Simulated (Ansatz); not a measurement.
Born–Oppenheimer molecular dynamics of CH7B (9 atoms, charge 0, multiplicity 1). It starts at the highest image of a converged band, a first-order saddle point between two minima.

Theory: RKS PBE-D4/def2-SVP in Ansatz.

```
ensemble                      : NVE (velocity Verlet)
time step                     : 0.5 fs
steps asked                   : 200
starting velocities drawn for : 300 K
seed                          : 3144
```

First frame:

```xyz
9
Properties=species:S:1:pos:R:3
B -0.041 -0.383 0.181
C 0.001 0.043 1.905
H -0.945 -0.063 2.472
H 0.841 -0.358 2.506
H 0.182 1.123 1.757
H 1.077 -0.221 -0.261
H -1.041 0.117 -0.291
H -0.243 -1.654 0.121
H -0.181 -1.176 1.164
```

(1) How far do the bonds stretch over the last three quarters of this one trajectory? (Pairs bonded in most of those frames.)

Answers

(1) 
```
 bond  mean (Å)  spread (Å)  shortest  longest
B1–C2     1.561       0.033      1.50     1.62
B1–H6     1.224       0.041      1.16     1.29
B1–H7     1.223       0.016      1.19     1.26
C2–H3     1.109       0.011      1.09     1.13
C2–H4     1.111       0.024      1.07     1.15
C2–H5     1.123       0.011      1.10     1.14
H8–H9     0.781       0.028      0.74     0.84
```

Mean temperature of the second half: 357 K. The conserved energy stayed within 0.17 meV per atom of its start (net change 0.0056 meV per atom), so the integration is sound. A run of 0.1 ps of so small a system gives no equilibrium averages. The orbitals stay closed-shell, which can raise the energy where a bond breaks towards radicals; this wasn't checked here.

Run time: 3.3 min on 1 thread of Arm Neoverse V2, on a shared host, peak memory 0.1 GiB.
